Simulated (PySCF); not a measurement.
Ethane, C₂H₆, SMILES CC, point group D3d.

Force field and properties: B3LYP/pcSseg-1 (PySCF, grid level 2). Vibrational terms come from second-order perturbation theory with semi-diagonal cubic constants, by steps of ±0.6 along the normal coordinates of each isotopologue. The parent has the commonest isotopes.

Equilibrium geometry (Å):

```
atom        x        y        z
  C1  -0.7590   0.0176  -0.0419
  C2   0.7680  -0.0082   0.0173
  H3  -1.1585  -0.8970  -0.4955
  H4  -1.1232   0.8642  -0.6357
  H5  -1.1979   0.1061   0.9588
  H6   1.1323  -0.8548   0.6111
  H7   1.1676   0.9064   0.4709
  H8   1.2070  -0.0967  -0.9834
```

Species: ¹³C at 1. Output of the displacement run:

```
mode    cm-1    km/mol   phi_rrr   E(+)/cm-1  E(-)/cm-1
  1    317.80     0.00       0.0      63.34      63.35
  2    828.94     5.40      -0.1     150.52     150.53
  3    829.27     5.42      -0.1     150.55     150.55
  4    983.94     0.00     318.7     189.06     166.12
  5   1207.64     0.00      -0.5     217.48     217.73
  6   1207.91     0.00       1.8     217.74     217.56
  7   1392.33     1.13     -41.7     249.37     252.38
  8   1420.50     0.05    -110.2     251.91     259.86
  9   1494.28    12.17     -19.6     268.31     269.74
 10   1494.63    12.00      46.1     270.73     267.40
 11   1496.30     1.69       8.8     269.69     269.04
 12   1496.57     1.84      60.7     271.59     267.20
 13   3015.07    34.61   -1034.0     507.32     581.70
 14   3018.58    23.41    1037.5     582.41     507.79
 15   3064.07     2.92    -585.9     532.21     574.38
 16   3064.16     2.91     223.6     561.34     545.25
 17   3089.93    56.04    -314.7     546.83     569.45
 18   3090.07    56.04    -206.4     550.71     565.52
```

For the shielding of H4 (σe = 30.58 ppm):

```
mode  ω (cm⁻¹)  Σr φrrs (cm⁻¹)   ∂σ/∂q  ∂²σ/∂q²
   1       318               0   0.000   -0.539
   2       829               0  -0.010   -0.175
   3       829               0   0.037   -0.340
   4       984             722  -0.013   -0.062
   5      1208               6  -0.065   -0.220
   6      1208               0  -0.021   -0.067
   7      1392              42  -0.188   -0.202
   8      1420             119  -0.109   -0.124
   9      1494              -2  -0.011   -0.493
  10      1495              -2  -0.082   -0.153
  11      1496               4   0.001   -0.114
  12      1497              -5  -0.017   -0.063
  13      3015           -1104  -1.828    0.267
  14      3019            1349   0.325   -0.009
  15      3064               0  -1.499    0.210
  16      3064               0  -0.182   -0.066
  17      3090               0   0.989    0.080
  18      3090              -1  -0.193   -0.037
```

Question: Work out the zero-point average of this shielding.

Answer: With ⟨qs⟩ = −Σr φrrs/(4ωs) and ⟨qs²⟩ = 1/2: the mean displacements are 0.000, 0.000, 0.000, -0.183, -0.001, 0.000, -0.008, -0.021, 0.000, 0.000, -0.001, 0.001, 0.092, -0.112, 0.000, 0.000, 0.000, 0.000. The anharmonic term Σ (∂σ/∂q)⟨q⟩ is -0.20 ppm, the harmonic term ¼ Σ ∂²σ/∂q² is -0.53 ppm, so ⟨σ⟩ = 29.85 ppm.

Internal rotors are held in one well.
